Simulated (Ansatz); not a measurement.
# Al2H3F: single points with varied inputs

How do the results and run time of Al2H3F respond when the settings are drawn wide?

Computed with Ansatz 0.2.0, Gaussian basis. Level: the settings change from run to run.

**1. The relaxed structure**

The geometry comes from an earlier relaxation with PBE0-D4 in a triple-zeta def2 set; it is a stationary point.

6 atoms, charge 0, spin multiplicity 1.

Atoms are counted from 1 here; the program's logs count them from 0.

Bond lengths: F1–Al2 1.658 Å, Al2–Al3 2.606 Å, Al2–H4 1.590 Å, Al3–H5 1.593 Å, Al3–H6 1.590 Å. Angles: F1–Al2–Al3 116.8°, F1–Al2–H4 114.3°, Al3–Al2–H4 129.0°, Al2–Al3–H5 120.6°, Al2–Al3–H6 121.8°, H5–Al3–H6 117.6°.

**2. SVWN5/ANO-RCC-VTZP**

Options: high accuracy.

in.yaml reads:

```yaml
crystal:
  periodic: [false, false, false]
  atoms:
    - {symbol: F, position_ang: [-0.871395, -2.045008, 1.135744]}
    - {symbol: Al, position_ang: [-0.489098, -1.178506, -0.225450]}
    - {symbol: Al, position_ang: [0.520798, 1.195875, 0.140351]}
    - {symbol: H, position_ang: [-0.801087, -1.933157, -1.589415]}
    - {symbol: H, position_ang: [0.917000, 2.108795, -1.103422]}
    - {symbol: H, position_ang: [0.765883, 1.788100, 1.595991]}
basis:
  gaussian: {orbitals: ANO-RCC-VTZP}
hamiltonian: {xc: {name: SVWN5}}
accuracy: high
output: {forces: true}
```

On the command line:

```sh
ansatz run in.yaml --threads 2 --pin off --events-out ev --progress --plain --max-ram 4352MiB
```

Log:

```text
Functional definition: SVWN5
  name "SVWN5"
  cite "Dirac, Proc. Camb. Phil. Soc. 26, 376 (1930) doi:10.1017/S0305004100016108"
  cite "Slater, Phys. Rev. 81, 385 (1951) doi:10.1103/PhysRev.81.385"
  cite "Vosko, Wilk & Nusair, Can. J. Phys. 58, 1200 (1980) doi:10.1139/p80-159"
  exchange = slater_x
  correlation = vwn5_c
2563 factors; integrals over basis functions are off by at most 2.9e-9 eV
mean field evaluation 1: about -15909.7863 eV, gradient 4.3e1 eV
mean field evaluation 2: about -15885.5793 eV, gradient 1.3e2 eV
mean field evaluation 4: about -15913.1338 eV, gradient 4.1e0 eV
mean field evaluation 8: about -15913.1827 eV, gradient 5.3e-2 eV
mean field evaluation 16: about -15913.1827 eV, gradient 2.7e-6 eV
mean field -15913.18273097 eV, -584.7986790205 hartree, gradient 4.6e-8 eV, S^2 0.000000; 0 other end points of the search recorded, 0 dependent functions left out
the calculation of the forces begins
reference -15913.18273650 eV, -584.7986792239 hartree; 19, 19 occupied and 121, 121 virtual orbitals, 2563 factors
Total energy: -15913.18273650 eV, -584.7986792239 hartree
Relativity: scalar
Atom 0 at    -0.871395    -2.045008     1.135744 Å, force    -0.040149    -0.092619     0.146929 eV/Å
Atom 1 at    -0.489098    -1.178506    -0.225450 Å, force     0.111615     0.265954    -0.095260 eV/Å
Atom 2 at     0.520798     1.195875     0.140351 Å, force    -0.075615    -0.181763     0.005912 eV/Å
Atom 3 at    -0.801087    -1.933157    -1.589415 Å, force    -0.029226    -0.072248    -0.065605 eV/Å
Atom 4 at     0.917000     2.108795    -1.103422 Å, force     0.018015     0.042764    -0.070303 eV/Å
Atom 5 at     0.765883     1.788100     1.595991 Å, force     0.015361     0.037912     0.078327 eV/Å
Dipole moment:     0.093578     0.213736    -0.219782 e Å
```

It took 90 s on 2 threads of Intel Xeon Platinum 8375C at 2.90GHz, shared host; peak memory 0.51 GiB.

Largest force 0.304 eV/Å, dipole 1.54 D.

**3. B97M-V/def2-TZVPP**

This run has unrestricted orbitals, density fitting with cc-pVTZ-jkfit, high accuracy.

Changes to in.yaml since step 2:

```diff
@@ -10,5 +10,5 @@
 basis:
-  gaussian: {orbitals: ANO-RCC-VTZP}
-hamiltonian: {xc: {name: SVWN5}}
+  gaussian: {orbitals: def2-TZVPP, fitting: {mean_field: cc-pVTZ-jkfit}}
+magnetization: {spin_polarized: true, initial_magnetization: 0}
+hamiltonian: {xc: {name: B97M-V}}
 accuracy: high
-output: {forces: true}
```

Launched as before.

Log, shortened:

```text
Functional definition: B97M-V
  name "B97M-V"
  cite "Mardirossian & Head-Gordon, J. Chem. Phys. 142, 074111 (2015) doi:10.1063/1.4907719"
  cite "Becke, J. Chem. Phys. 107, 8554 (1997) doi:10.1063/1.475007"
  cite "Vydrov & Van Voorhis, J. Chem. Phys. 133, 244103 (2010) doi:10.1063/1.3521275"
  # Of w^i u^j: cxij and so on, Table III.
[...]
  gx(w, u) = cx00 + cx01*u + cx02*u^2 + (cx10 + cx11*u)*w
  gss(w, u) = css00 + css02*u^2 + css10*w + (css32*w^3 + css42*w^4)*u^2
  gos(w, u) = cos00 + cos01*u + cos03*u^3 + cos10*w + cos32*w^3*u^2
[...]
      + integral(e_c_pw_mod_opposite_spin*gos(b97_w_opposite, b97_u_opposite)) + vv10(b, c)
411 factors; integrals over basis functions are off by at most 8.4e-1 eV
[...]
mean field -15958.30954223 eV, -586.4570587462 hartree, gradient 4.7e-8 eV, S^2 0.000000; 0 other end points of the search recorded, 0 dependent functions left out
reference -15958.30954876 eV, -586.4570589861 hartree; 19, 19 occupied and 138, 138 virtual orbitals, 411 factors
Total energy: -15958.30954876 eV, -586.4570589861 hartree
```

Run time: 39 s. Hardware: 2 threads of Intel Xeon Platinum 8375C at 2.90GHz, shared host; peak memory 0.77 GiB.

⟨S²⟩ 0.000.

**4. r2SCAN0/cc-pVTZ**

Set apart from the defaults: multiplicity 3, a grid of angular degree 47, finite nuclei, a point charge of 1.00 e beside it, D4 dispersion.

Changes to in.yaml since step 3:

```diff
@@ -10,5 +10,5 @@
 basis:
-  gaussian: {orbitals: def2-TZVPP, fitting: {mean_field: cc-pVTZ-jkfit}}
-magnetization: {spin_polarized: true, initial_magnetization: 0}
-hamiltonian: {xc: {name: B97M-V}}
-accuracy: high
+  gaussian: {orbitals: cc-pVTZ, final_grid: {core_spheres: 20, valence_spheres: 16, degree: 47}, nuclear_model: gaussian, point_charges: [{charge: 1.00, position_ang: [5.176, -0.587, 0.326]}]}
+magnetization: {spin_polarized: true, initial_magnetization: 2}
+hamiltonian: {xc: {name: r2SCAN0}, dispersion: d4}
+output: {forces: true}
```

Same command.

Log, shortened:

```text
Functional definition: r2SCAN0
  name "r2SCAN0"
  cite "Bursch, Neugebauer, Ehlert & Grimme, J. Chem. Phys. 156, 134105 (2022) doi:10.1063/5.0086040"
  cite "Furness, Kaplan, Ning, Perdew & Sun, J. Phys. Chem. Lett. 11, 8208 (2020) doi:10.1021/acs.jpclett.0c02405"
  cite "Furness, Kaplan, Ning, Perdew & Sun, J. Phys. Chem. Lett. 11, 9248 (2020) doi:10.1021/acs.jpclett.0c03077"
  parent r2scan
[...]
896 factors; their error is unknown
[...]
mean field -15956.79876587 eV, -586.4015387389 hartree, gradient 3.5e-5 eV, S^2 2.006891; 0 other end points of the search recorded, 0 dependent functions left out
[...]
reference -15956.79878253 eV, -586.4015393514 hartree; 20, 18 occupied and 120, 122 virtual orbitals, 896 factors
Total energy: -15956.82142257 eV, -586.4023713575 hartree
Atom 0 at    -0.871395    -2.045008     1.135744 Å, force     0.280043     0.427326    -0.165999 eV/Å
Atom 1 at    -0.489098    -1.178506    -0.225450 Å, force    -0.523605    -0.774892     0.272197 eV/Å
Atom 2 at     0.520798     1.195875     0.140351 Å, force     0.383537     0.933006     0.038089 eV/Å
Atom 3 at    -0.801087    -1.933157    -1.589415 Å, force     0.245011     0.424732    -0.028982 eV/Å
Atom 4 at     0.917000     2.108795    -1.103422 Å, force    -0.152355    -0.505481    -0.199262 eV/Å
Atom 5 at     0.765883     1.788100     1.595991 Å, force    -0.166467    -0.538038     0.073703 eV/Å
Dipole moment:    -0.365632     0.034111    -0.308407 e Å
```

Wall time 11 s (2 threads of Intel Xeon Platinum 8375C at 2.90GHz, shared host); peak memory 0.36 GiB.

Largest force 1.009 eV/Å, dipole 2.30 D, ⟨S²⟩ 2.007.

**5. B97/def2-TZVP**

This run has atoms shaken by 0.08 Å.

in.yaml reads:

```yaml
crystal:
  periodic: [false, false, false]
  atoms:
    - {symbol: F, position_ang: [-0.987754, -2.187717, 1.225145]}
    - {symbol: Al, position_ang: [-0.580173, -1.159967, -0.270185]}
    - {symbol: Al, position_ang: [0.553518, 1.289644, 0.222388]}
    - {symbol: H, position_ang: [-0.839365, -2.026152, -1.495929]}
    - {symbol: H, position_ang: [0.955882, 2.248223, -1.066667]}
    - {symbol: H, position_ang: [0.746852, 1.636470, 1.609883]}
basis:
  gaussian: {orbitals: def2-TZVP}
hamiltonian: {xc: {name: B97}}
output: {forces: true}
```

The command is unchanged.

Log, shortened:

```text
Functional definition: B97
  name "B97"
  cite "Becke, J. Chem. Phys. 107, 8554 (1997) doi:10.1063/1.475007"
[...]
      + integral(e_c_pw_opposite_spin*poly(b97_u_opposite, cos0, cos1, cos2))
806 factors; their error is unknown
[...]
mean field -15958.97377895 eV, -586.4814689954 hartree, gradient 2.0e-5 eV, S^2 0.000000; 0 other end points of the search recorded, 0 dependent functions left out
[...]
reference -15958.97380952 eV, -586.4814701188 hartree; 19, 19 occupied and 104, 104 virtual orbitals, 806 factors
Total energy: -15958.97380952 eV, -586.4814701188 hartree
Atom 0 at    -0.987754    -2.187717     1.225145 Å, force     0.634450     1.748058    -2.260254 eV/Å
Atom 1 at    -0.580173    -1.159967    -0.270185 Å, force    -0.143382    -0.817417     3.207920 eV/Å
Atom 2 at     0.553518     1.289644     0.222388 Å, force    -0.606601    -0.963513    -3.104098 eV/Å
Atom 3 at    -0.839365    -2.026152    -1.495929 Å, force    -0.181672    -0.381749    -0.876043 eV/Å
Atom 4 at     0.955882     2.248223    -1.066667 Å, force    -0.135693    -0.367817     0.675375 eV/Å
Atom 5 at     0.746852     1.636470     1.609883 Å, force     0.432898     0.782437     2.357100 eV/Å
Dipole moment:     0.178741     0.509798    -0.301784 e Å
```

It took 4.8 s on 2 threads of Intel Xeon Platinum 8375C at 2.90GHz, shared host.

Largest force 3.314 eV/Å, dipole 2.97 D.

**6. HSE06/aug-pcseg-2**

Options: unrestricted orbitals, coordinates scaled by 1.25, high accuracy.

in.yaml reads:

```yaml
crystal:
  periodic: [false, false, false]
  atoms:
    - {symbol: F, position_ang: [-1.089244, -2.556261, 1.419680]}
    - {symbol: Al, position_ang: [-0.611372, -1.473132, -0.281812]}
    - {symbol: Al, position_ang: [0.650998, 1.494844, 0.175438]}
    - {symbol: H, position_ang: [-1.001359, -2.416447, -1.986768]}
    - {symbol: H, position_ang: [1.146250, 2.635994, -1.379277]}
    - {symbol: H, position_ang: [0.957353, 2.235125, 1.994989]}
basis:
  gaussian: {orbitals: aug-pcseg-2}
magnetization: {spin_polarized: true, initial_magnetization: 0}
hamiltonian: {xc: {name: HSE06}}
accuracy: high
```

Same command.

Log, shortened:

```text
Functional definition: HSE06
  name "HSE06"
  cite "Heyd, Scuseria & Ernzerhof, J. Chem. Phys. 118, 8207 (2003) doi:10.1063/1.1564060"
  cite "Krukau, Vydrov, Izmaylov & Scuseria, J. Chem. Phys. 125, 224106 (2006) doi:10.1063/1.2404663"
  cite "Heyd & Scuseria, J. Chem. Phys. 120, 7274 (2004) doi:10.1063/1.1668634"
  cite "Ernzerhof & Perdew, J. Chem. Phys. 109, 3313 (1998) doi:10.1063/1.476928"
  cite "Perdew, Burke & Ernzerhof, Phys. Rev. Lett. 77, 3865 (1996) doi:10.1103/PhysRevLett.77.3865"
  parent pbe
[...]
  # The whole range is PBE's own exchange, as in plane waves. The composition of these papers is wPBEh.
[...]
3401 factors; integrals over basis functions are off by at most 3.6e-9 eV
234 factors; integrals over basis functions are off by at most 1.9e-9 eV
[...]
mean field -15949.12783149 eV, -586.1196371002 hartree, gradient 2.7e-8 eV, S^2 0.000000; 1 other end points of the search recorded, 0 dependent functions left out
reference -15949.12783963 eV, -586.1196373994 hartree; 19, 19 occupied and 196, 196 virtual orbitals, 3401 factors
Total energy: -15949.12783963 eV, -586.1196373994 hartree
```

It took 32 s on 2 threads of Intel Xeon Platinum 8375C at 2.90GHz, shared host; peak memory 1.4 GiB.

⟨S²⟩ 0.000.

**7. B97M-V/def2-TZVP**

Options: a grid of angular degree 11, high accuracy, the search for lower states set to off.

in.yaml reads:

```yaml
crystal:
  periodic: [false, false, false]
  atoms:
    - {symbol: F, position_ang: [-0.871395, -2.045008, 1.135744]}
    - {symbol: Al, position_ang: [-0.489098, -1.178506, -0.225450]}
    - {symbol: Al, position_ang: [0.520798, 1.195875, 0.140351]}
    - {symbol: H, position_ang: [-0.801087, -1.933157, -1.589415]}
    - {symbol: H, position_ang: [0.917000, 2.108795, -1.103422]}
    - {symbol: H, position_ang: [0.765883, 1.788100, 1.595991]}
basis:
  gaussian: {orbitals: def2-TZVP, final_grid: {core_spheres: 5, valence_spheres: 4, degree: 11}}
hamiltonian: {xc: {name: B97M-V}}
accuracy: high
scf: {lower_state_search: off}
```

Launched as before.

Log, shortened:

```text
Functional definition: B97M-V
  name "B97M-V"
  cite "Mardirossian & Head-Gordon, J. Chem. Phys. 142, 074111 (2015) doi:10.1063/1.4907719"
  cite "Becke, J. Chem. Phys. 107, 8554 (1997) doi:10.1063/1.475007"
  cite "Vydrov & Van Voorhis, J. Chem. Phys. 133, 244103 (2010) doi:10.1063/1.3521275"
  # Of w^i u^j: cxij and so on, Table III.
[...]
  gx(w, u) = cx00 + cx01*u + cx02*u^2 + (cx10 + cx11*u)*w
  gss(w, u) = css00 + css02*u^2 + css10*w + (css32*w^3 + css42*w^4)*u^2
  gos(w, u) = cos00 + cos01*u + cos03*u^3 + cos10*w + cos32*w^3*u^2
[...]
      + integral(e_c_pw_mod_opposite_spin*gos(b97_w_opposite, b97_u_opposite)) + vv10(b, c)
[...]
2104 factors; integrals over basis functions are off by at most 3.6e-9 eV
[...]
mean field -15958.27987613 eV, -586.4559685371 hartree, gradient 5.8e-8 eV, S^2 0.000000; 0 other end points of the search recorded, 0 dependent functions left out
reference -15958.27988202 eV, -586.4559687537 hartree; 19, 19 occupied and 104, 104 virtual orbitals, 2104 factors
Total energy: -15958.27988202 eV, -586.4559687537 hartree
Checks for a lower state left out: stability, starts, cluster_reference, orbital_swaps, neighbouring_geometries, increment
```

Wall time 12 s (2 threads of Intel Xeon Platinum 8375C at 2.90GHz, shared host); peak memory 0.26 GiB.

**8. B3LYP/STO-3G**

This run has D3(BJ) dispersion, relativity set to scalar, high accuracy.

Changes to in.yaml since step 7:

```diff
@@ -10,5 +10,5 @@
 basis:
-  gaussian: {orbitals: def2-TZVP, final_grid: {core_spheres: 5, valence_spheres: 4, degree: 11}}
-hamiltonian: {xc: {name: B97M-V}}
+  gaussian: {orbitals: STO-3G}
+hamiltonian: {xc: {name: B3LYP}, dispersion: d3bj, pseudopotentials: {relativity: scalar}}
 accuracy: high
-scf: {lower_state_search: off}
+output: {forces: true}
```

The command is unchanged.

Log, shortened:

```text
Functional definition: B3LYP
  name "B3LYP"
  cite "Stephens, Devlin, Chabalowski & Frisch, J. Phys. Chem. 98, 11623 (1994) doi:10.1021/j100096a001"
  cite "Becke, Phys. Rev. A 38, 3098 (1988) doi:10.1103/PhysRevA.38.3098"
  cite "Lee, Yang & Parr, Phys. Rev. B 37, 785 (1988) doi:10.1103/PhysRevB.37.785"
  cite "Vosko, Wilk & Nusair, Can. J. Phys. 58, 1200 (1980) doi:10.1139/p80-159"
[...]
465 factors; integrals over basis functions are off by at most 9.4e-9 eV
[...]
mean field -15780.60017718 eV, -579.9263600365 hartree, gradient 3.0e-8 eV, S^2 0.000000; 0 other end points of the search recorded, 0 dependent functions left out
[...]
reference -15780.60020801 eV, -579.9263611694 hartree; 19, 19 occupied and 7, 7 virtual orbitals, 465 factors
Total energy: -15780.74716628 eV, -579.9317617861 hartree
Relativity: scalar
Atom 0 at    -0.871395    -2.045008     1.135744 Å, force     0.110488     0.243129    -0.635301 eV/Å
Atom 1 at    -0.489098    -1.178506    -0.225450 Å, force     0.602226     1.420606    -0.177048 eV/Å
Atom 2 at     0.520798     1.195875     0.140351 Å, force    -0.463424    -1.099951    -0.309350 eV/Å
Atom 3 at    -0.801087    -1.933157    -1.589415 Å, force     0.260124     0.628010     1.245659 eV/Å
Atom 4 at     0.917000     2.108795    -1.103422 Å, force    -0.325681    -0.745538     1.264538 eV/Å
Atom 5 at     0.765883     1.788100     1.595991 Å, force    -0.183732    -0.446256    -1.388498 eV/Å
Dipole moment:     0.013823     0.030771    -0.028202 e Å
```

Wall time 1.7 s (2 threads of Intel Xeon Platinum 8375C at 2.90GHz, shared host).

Largest force 1.553 eV/Å, dipole 0.21 D.

**9. wB97X/def2-SVP**

Options: coordinates scaled by 0.92.

in.yaml reads:

```yaml
crystal:
  periodic: [false, false, false]
  atoms:
    - {symbol: F, position_ang: [-0.801683, -1.881408, 1.044885]}
    - {symbol: Al, position_ang: [-0.449970, -1.084225, -0.207414]}
    - {symbol: Al, position_ang: [0.479134, 1.100205, 0.129123]}
    - {symbol: H, position_ang: [-0.737000, -1.778505, -1.462261]}
    - {symbol: H, position_ang: [0.843640, 1.940092, -1.015148]}
    - {symbol: H, position_ang: [0.704612, 1.645052, 1.468312]}
basis:
  gaussian: {orbitals: def2-SVP}
hamiltonian: {xc: {name: wB97X}}
output: {forces: true}
```

The command is unchanged.

Log, shortened:

```text
Functional definition: wB97X
  name "wB97X"
  cite "Chai & Head-Gordon, J. Chem. Phys. 128, 084106 (2008) doi:10.1063/1.2834918"
  cite "Becke, J. Chem. Phys. 107, 8554 (1997) doi:10.1063/1.475007"
[...]
  # The coefficients of nought are those of the uniform gas.
[...]
      + exact_x_lr(omega)
[...]
      + integral(e_c_pw_opposite_spin*poly(b97_u_opposite, 1, cos1, cos2, cos3, cos4))
596 factors; integrals over basis functions are off by at most 1.1e-3 eV
213 factors; integrals over basis functions are off by at most 1.0e-5 eV
[...]
mean field -15952.20417343 eV, -586.2326905814 hartree, gradient 3.0e-5 eV, S^2 0.000000; 0 other end points of the search recorded, 0 dependent functions left out
[...]
reference -15952.20413695 eV, -586.2326892407 hartree; 19, 19 occupied and 46, 46 virtual orbitals, 596 factors
Total energy: -15952.20413695 eV, -586.2326892407 hartree
Atom 0 at    -0.801683    -1.881408     1.044885 Å, force    -1.535077    -3.482321     5.454731 eV/Å
Atom 1 at    -0.449970    -1.084225    -0.207414 Å, force     1.237677     2.821964    -3.699309 eV/Å
Atom 2 at     0.479134     1.100205     0.129123 Å, force    -0.205449    -0.487373    -0.115420 eV/Å
Atom 3 at    -0.737000    -1.778505    -1.462261 Å, force    -0.433603    -1.054168    -1.977230 eV/Å
Atom 4 at     0.843640     1.940092    -1.015148 Å, force     0.576899     1.332291    -1.740826 eV/Å
Atom 5 at     0.704612     1.645052     1.468312 Å, force     0.359553     0.869609     2.078054 eV/Å
Dipole moment:     0.049644     0.112511    -0.128085 e Å
```

It took 3.4 s on 2 threads of Intel Xeon Platinum 8375C at 2.90GHz, shared host.

Largest force 6.651 eV/Å, dipole 0.85 D.

**10. MP2/def2-TZVP**

Options: finite nuclei, high accuracy.

in.yaml reads:

```yaml
crystal:
  periodic: [false, false, false]
  atoms:
    - {symbol: F, position_ang: [-0.871395, -2.045008, 1.135744]}
    - {symbol: Al, position_ang: [-0.489098, -1.178506, -0.225450]}
    - {symbol: Al, position_ang: [0.520798, 1.195875, 0.140351]}
    - {symbol: H, position_ang: [-0.801087, -1.933157, -1.589415]}
    - {symbol: H, position_ang: [0.917000, 2.108795, -1.103422]}
    - {symbol: H, position_ang: [0.765883, 1.788100, 1.595991]}
basis:
  gaussian: {orbitals: def2-TZVP, nuclear_model: gaussian}
hamiltonian: {xc: {name: HF}}
correlation: {method: mp2}
accuracy: high
```

The command is unchanged.

Log:

```text
Functional definition: HF
  name "HF"
  cite "Fock, Z. Phys. 61, 126 (1930) doi:10.1007/BF01340294"
  parent pbe
  exchange = exact_x
  correlation = 0
2110 factors; integrals over basis functions are off by at most 3.6e-9 eV
mean field evaluation 1: about -15919.6828 eV, gradient 3.3e1 eV
mean field evaluation 2: about -15919.7695 eV, gradient 3.3e1 eV
mean field evaluation 4: about -15922.1517 eV, gradient 2.2e0 eV
mean field evaluation 8: about -15922.1931 eV, gradient 8.9e-2 eV
mean field evaluation 16: about -15922.1932 eV, gradient 1.9e-7 eV
mean field -15922.19317492 eV, -585.1298067280 hartree, gradient 1.1e-8 eV, S^2 0.000000; 0 other end points of the search recorded, 0 dependent functions left out
11 core orbitals not correlated: weight in the atoms' cores, before any rotation towards them, 1.000 or more for the frozen orbitals, at most 0.000 for the correlated occupied ones
reference -15922.19317492 eV, -585.1298067280 hartree; 8, 8 occupied and 104, 104 virtual orbitals, 2110 factors
second order -10.77424707 eV of doubles, -0.00000000 eV of singles
Total energy: -15932.96742199 eV, -585.5257530048 hartree
```

It took 4.8 s on 2 threads of Intel Xeon Platinum 8375C at 2.90GHz, shared host; peak memory 0.38 GiB.

**11. The runs in one table**

| level | charge | multiplicity | geometry | functions | energy (eV) | time |
| --- | --- | --- | --- | --- | --- | --- |
| SVWN5/ANO-RCC-VTZP | 0 | 1 | relaxed | 140 | -15913.183 | 90 s |
| B97M-V/def2-TZVPP | 0 | 1 | relaxed | 157 | -15958.310 | 39 s |
| r2SCAN0/cc-pVTZ | 0 | 3 | relaxed, point charge | 140 | -15956.821 | 11 s |
| B97/def2-TZVP | 0 | 1 | shaken | 123 | -15958.974 | 4.8 s |
| HSE06/aug-pcseg-2 | 0 | 1 | scaled | 215 | -15949.128 | 32 s |
| B97M-V/def2-TZVP | 0 | 1 | relaxed | 123 | -15958.280 | 12 s |
| B3LYP/STO-3G | 0 | 1 | relaxed | 26 | -15780.747 | 1.7 s |
| wB97X/def2-SVP | 0 | 1 | scaled | 65 | -15952.204 | 3.4 s |
| MP2/def2-TZVP | 0 | 1 | relaxed | 123 | -15932.967 | 4.8 s |

**12. Results**

```
                                         quantity                     value
                                             runs                         9
                                         quickest       B3LYP/STO-3G, 1.7 s
                                          slowest  SVWN5/ANO-RCC-VTZP, 90 s
spread of total energies, same state and geometry                  177.6 eV
                  dipole, same state and geometry            0.21 to 1.54 D
```

SVWN5/ANO-RCC-VTZP took 54 times as long as B3LYP/STO-3G. The jobs differ in tasks and options as well as level. The totals spread over 178 eV; they can't be compared across methods or bases. Some of these runs are scalar-relativistic and others not, which shifts the totals of all-electron atoms past neon by eV; core potentials, where a basis has them, take the core out of the total altogether. At the PBE0-D4/def2-TZVP geometry and in the same state, runs without warnings or point charges leave forces up to 1.55 eV/Å (B3LYP/STO-3G), against 6.7 eV/Å where the atoms were moved.
